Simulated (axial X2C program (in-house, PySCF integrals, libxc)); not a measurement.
Spectroscopic constants of CH in a model world with the speed of light multiplied by 1.5

Calculated with an axial X2C code built on PySCF integrals. Spin-free means the one-electron spin-free X2C Hamiltonian; two-component (2c) means X2C with spin–orbit coupling and atomic mean-field two-electron Coulomb and Gaunt terms, so the difference of the two also holds small scalar two-electron terms; the speed of light was multiplied by 1.5, so these are model numbers, not those of the real molecule. Basis: C dyall-v3z [7s6p2d1f], H dyall-v3z [6s2p1d] (cores contracted in-house); Gaussian nuclei, density fitting, unrestricted open shells. Masses: C 12.000 u, H 1.008 u.

Input:
```json
{"zs": [6, 1], "q": 0, "bas": ["dyall-v3z", "dyall-v3z"], "levels": ["PBE0", "HF", "BLYP", "PW91"], "cc": false, "r0": 1.07, "npts": 10, "nst": 2, "ntry": 6, "opt": {"cfac": 1.5}}
```
```bash
python so2c.py task.json out
```

Keys: zs atomic numbers; q charge; bas basis sets; levels methods; cc coupled cluster on or off; r0 starting distance in Å; npts points on the curve; nst determinants followed; ntry starts of the search; cfac factor on the speed of light (100 gives the non-relativistic limit). HF also brings MP2.

State, spin-free: M_S = 1/2, Λ = 1 (beyond evenly filled blocks: π+α); electrons by block: σα: 3, σβ: 3, π+α: 1. Fragments: C + H.

State, 2c: Ω = 1/2 (⟨Sz⟩ = -0.50, ⟨Lz⟩ = 1.00 at PBE0); electrons by block: 1/2: 4, -1/2: 3. Fragments: C + H.

| Hamiltonian | level | Re (Å) | ωe (cm⁻¹) | αe (cm⁻¹) | De (eV) | μ (D) |
| --- | --- | --- | --- | --- | --- | --- |
| 2c | PBE0 | 1.125 | 2847.3 | 0.499 | 3.49 | 1.50 |
| 2c | HF | 1.105 | 3038.8 | 0.48 | 2.39 | 1.64 |
| 2c | MP2 | 1.114 | 2947.7 | 0.492 | 3.39 | n/a |
| 2c | BLYP | 1.132 | 2729.4 | 0.542 | 3.55 | 1.44 |
| 2c | PW91 | 1.134 | 2741.7 | 0.522 | 3.54 | 1.44 |

Spin-free values that have a 2c row agree with it to the digits that matter (0.001 Å, 0.01 eV) and are not repeated.

Correlated methods: 5 electrons correlated (number of frozen shells: C 1 s; H none), 105 virtual spin orbitals or spinors in MP2.

Dipoles are positive if H is the positive end.

Occupations by symmetry block were frozen at the best pattern of an incomplete PBE0 search. Dissociation energies refer to the lowest single-determinant-based atoms at the same level and basis. Density functionals use the spin component along the axis (collinear). The 2c atoms are single determinants rather than J levels; their spin–orbit lowering is only partly caught, and De is too large by that part. This holds for PBE0, MP2, BLYP, PW91. PBE0 can misorder states that lie within some tenths of an eV, so this need not be the ground state of the molecule. The nearest other 2c determinant of the search, Ω = 3/2, lies 0.00 eV up at the distance of the search. The functionals have no current-density term, which raises determinants with orbital currents, atoms included.

Rough cost a point (2c) on 1 thread(s) of a shared host, integrals apart: PBE0 0.16 s, HF 0.06 s, BLYP 0.16 s, PW91 0.17 s.

The whole task took 22 s on 1 thread of Arm Neoverse N1, on a shared host.
